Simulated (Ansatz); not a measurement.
The input, for Ansatz 0.2.0:

```yaml
crystal:
  periodic: [false, false, false]
  atoms:
    - {symbol: N, position_ang: [0.000900, -0.000508, -0.061418]}
    - {symbol: H, position_ang: [0.938253, -0.003626, 0.307841]}
    - {symbol: H, position_ang: [-0.434916, 0.850941, 0.256999]}
    - {symbol: H, position_ang: [-0.515838, -0.840259, 0.288651]}
basis:
  gaussian: {orbitals: cc-pVTZ}
correlation: {method: sc_nevpt2, electrons: outside_noble_gas, active_space: {window: {electrons: 8, orbitals: 7}, shells: [{species: H, l: s, shell: 1}, {species: "N", l: s, shell: 2}, {species: "N", l: p, shell: 2}]}}
```

```sh
$ ansatz run in.yaml --threads 1 --pin off --events-out ev --progress --plain --max-ram 2393MiB
```

The program prints:

```
921 factors; integrals over basis functions are off by at most 2.2e-7 eV
mean field evaluation 1: about -1527.9996 eV, gradient 3.0e1 eV
mean field evaluation 2: about -1527.9996 eV, gradient 3.0e1 eV
mean field evaluation 4: about -1529.6965 eV, gradient 1.6e0 eV
mean field evaluation 8: about -1529.7068 eV, gradient 4.4e-4 eV
mean field -1529.70682883 eV, -56.2156890869 hartree, gradient 2.8e-6 eV, S^2 0.000000; 0 other end points of the search recorded, 0 dependent functions left out
reference -1529.70682883 eV, -56.2156890869 hartree; 5, 5 occupied and 67, 67 virtual orbitals, 921 factors
state -1531.73963367 eV, -56.2903932868 hartree
state -1531.73963367 eV, -56.2903932868 hartree; corrected -1535.74985085 eV, -56.4377660501 hartree
Total energy: -1535.74985085 eV, -56.4377660501 hartree
Checks for a lower state left out: starts, orbital_swaps
```

Natural occupations: 1.9989 1.9796 1.9792 1.9774 0.0235 0.0209 0.0205.

For the same geometry and basis RCCSDT(Q) lies 925.3 meV lower.

Ran on 1 thread of Arm Neoverse V1, shared host: 2.4 s wall, 0.12 GiB peak host memory.
